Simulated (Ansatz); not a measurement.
Geometry optimisation, UKS B3LYP-D4/def2-SVP (Ansatz).

input.yaml

```yaml
crystal:
  periodic: [false, false, false]
  atoms:
    - { symbol: B, position_ang: [-1.18987, 0.27267, -0.92962] }
    - { symbol: C, position_ang: [-0.08846, -0.01151, 0.10255] }
    - { symbol: S, position_ang: [1.67748, -0.04674, -0.53772] }
    - { symbol: H, position_ang: [-2.33168, 0.33632, -0.73751] }
    - { symbol: H, position_ang: [-0.23074, -0.98803, 0.57161] }
    - { symbol: H, position_ang: [-0.08114, 0.74685, 0.88904] }
    - { symbol: H, position_ang: [2.2444, -0.30956, 0.64165] }
magnetization:
  spin_polarized: true
  initial_magnetization: 1
basis:
  gaussian: { orbitals: def2-SVP }
hamiltonian:
  xc: b3lyp
  dispersion: d4
relax:
  f_tol: 0.02
  max_steps: 40
output:
  orbitals: {}
```

Launched with:

```bash
$ ansatz run input.yaml --threads 1 --pin off --max-ram 2048MiB --backend cpu --events-out ev --progress --plain --runs-dir out
```

Where does it end, and by what steps?

It converged. After 4 steps the energy has fallen by 0.094 eV; H6 moved furthest, 0.07 Å.

```tsv
step	energy less start (eV)	largest force component (eV/Å)	accepted
0	0.0000	1.179	yes
1	-0.0780	0.628	yes
2	-0.0914	0.227	yes
3	-0.0928	0.104	yes
4	-0.0937	0.020	yes
```

```xyz
7
Properties=species:S:1:pos:R:3
B -1.140 0.268 -0.930
C -0.046 -0.018 0.119
S 1.662 -0.041 -0.558
H -2.329 0.337 -0.747
H -0.298 -0.986 0.596
H -0.149 0.748 0.914
H 2.301 -0.309 0.607
```

Time of the run: 19 s on 1 CPU thread of a shared host.
